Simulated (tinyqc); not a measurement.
Worked calculation: CID on RHF in the sto-3g basis, frozen core, for HF, spin multiplicity 1. One step of it, computed by the program tinyqc.

Question. CID: determinants and Hamiltonian. Slater-Condon rules over spin orbitals, with the nuclear repulsion and the energy of the frozen orbital added and E(HF) subtracted on the diagonal. Only determinants linked to the reference directly or through others are kept (one block of an abelian symmetry group), so some states are absent.

one-electron integrals dressed by the frozen orbital, h + 2 (pq|11) - (p1|1q) (hartree):
```
           2          3          4          5          6
2  -6.889701   0.265697   0.000000   0.000000   0.820759
3   0.265697  -5.861796   0.000000   0.000000   1.039105
4   0.000000   0.000000  -6.282292   0.000000   0.000000
5   0.000000   0.000000   0.000000  -6.282292   0.000000
6   0.820759   1.039105   0.000000   0.000000  -4.331267
```

energy of the frozen orbital, 2 h_11 + (11|11) = -75.92934031 hartree

Two-electron integrals over orbitals (pq|rs), unique and non-zero (hartree); the lowest 1 orbital is frozen and left out:
```
(22|22) 0.860734    (32|22) 0.004036    (32|32) 0.158013    (33|22) 0.773231
(33|32) -0.067509   (33|33) 0.818476    (42|42) 0.176035    (43|42) -0.048265
(43|43) 0.055285    (44|22) 0.871978    (44|32) -0.074688   (44|33) 0.788753
(44|44) 0.997514    (52|52) 0.176035    (53|52) -0.048265   (53|53) 0.055285
(54|54) 0.053770    (55|22) 0.871978    (55|32) -0.074688   (55|33) 0.788753
(55|44) 0.889973    (55|55) 0.997514    (62|22) -0.143587   (62|32) -0.030035
(62|33) -0.052233   (62|44) -0.144499   (62|55) -0.144499   (62|62) 0.101935
(63|22) -0.132304   (63|32) 0.090241    (63|33) -0.136459   (63|44) -0.171904
(63|55) -0.171904   (63|62) 0.062487    (63|63) 0.149197    (64|42) -0.047766
(64|43) -0.009772   (64|64) 0.032754    (65|52) -0.047766   (65|53) -0.009772
(65|65) 0.032754    (66|22) 0.701217    (66|32) 0.080167    (66|33) 0.667686
(66|44) 0.659273    (66|55) 0.659273    (66|62) -0.070319   (66|63) -0.009639
(66|66) 0.720841
```

nuclear repulsion = 5.75192621 hartree

Hartree-Fock energy = -98.54552148 hartree

Give: determinants; H - E(HF) between determinants.

Answer.

Occupation strings over the orbitals (2 doubly, a alpha, b beta, 0 empty; spin orbitals ordered 1a 1b 2a 2b ...): 222220 222202 222022 220222 2ab222 2ba222 202222

H - E(HF) between determinants (hartree):
```
        222220  222202  222022  220222  2ab222  2ba222  202222
222220   0.000   0.033   0.033   0.149  -0.062   0.062   0.102
222202   0.033   1.538   0.054   0.055   0.048  -0.048   0.176
222022   0.033   0.054   1.538   0.055   0.048  -0.048   0.176
220222   0.149   0.055   0.055   1.842   0.165  -0.165   0.158
2ab222  -0.062   0.048   0.048   0.165   2.576  -0.158   0.094
2ba222   0.062  -0.048  -0.048  -0.165  -0.158   2.576  -0.094
202222   0.102   0.176   0.176   0.158   0.094  -0.094   3.444
```
